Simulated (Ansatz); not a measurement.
```xyz
12

C    -0.192    1.384    0.529
C     0.294    0.614   -0.456
O     0.823    1.102   -1.609
N     0.368   -0.750   -0.461
C    -0.283   -1.510    0.568
H    -0.636    0.954    1.413
H    -0.119    2.462    0.469
H     0.704    2.055   -1.611
H     0.374   -1.148   -1.386
H     0.158   -1.277    1.540
H    -1.363   -1.315    0.628
H    -0.129   -2.572    0.376
```

The species carries charge 0 and has multiplicity 1.

(1) List the PBE0/def2-TZVPP orbital energies in eV (Ansatz 0.2.0). (Estimate.)

Answers

(1) The calculation gave: Occupied: -523.41, -391.69, -280.42, -278.90, -277.07, -29.98, -25.99, -20.59, -19.58, -16.55, -15.25, -13.60, -12.90, -12.24, -11.44, -11.24, -10.89, -10.35, -7.90, -5.73. Lowest empty: 1.12, 1.58, 1.68, 2.13, 3.05, 3.42, 3.62, 3.86.
